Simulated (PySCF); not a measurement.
## How good is the calculation?

Atom-mapped SMILES (the numbers label the heavy atoms): `[O:1]=[C:2]=[O:3]`.

Measured values that the calculation should reproduce: δ $^{13}$C C2 125.7 ppm (measured; solution, THF-d8, 298 K; Fulmer et al., Organometallics 2010, 29, 2176).
δ $^{13}$C C2 124.8 ppm (measured; solution, C6D6, 298 K; Fulmer et al., Organometallics 2010, 29, 2176).

PySCF 2.14 calculation with geometry from PBE0-D3(BJ)/def2-SVP and shieldings: GIAO CAM-B3LYP/pcSseg-2; equivalent nuclei averaged, a single conformation, no solvent model, non-relativistic Hamiltonian.

**Question.** Set the calculated values beside the experiment.

**Answer.** 
Reference values: measured (solution, THF-d8, 298 K; Fulmer et al., Organometallics 2010, 29, 2176).
```json
{"atoms": "C2", "quantity": "δ $^{13}$C", "reference": "125.7", "computed": "135.2"}
```

Reference values: measured (solution, C6D6, 298 K; Fulmer et al., Organometallics 2010, 29, 2176).
```tsv
atoms	quantity	reference	computed
C2	δ $^{13}$C	124.8	135.2
```

Computed shifts are σ(ref) − σ with the named reference compound (TMS for H and C) calculated as an isolated molecule at the same level.

**Question.** How far are the unscaled $^{13}$C shifts from the references?

**Answer.** Mean signed difference +9.95 ppm, mean absolute 9.95 ppm over 2 comparisons; the largest is +10.4 ppm at C2 (central carbon of a heterocumulene).

2 of the 18 published NMR values on file for this molecule are compared. The rest: values from further sources.
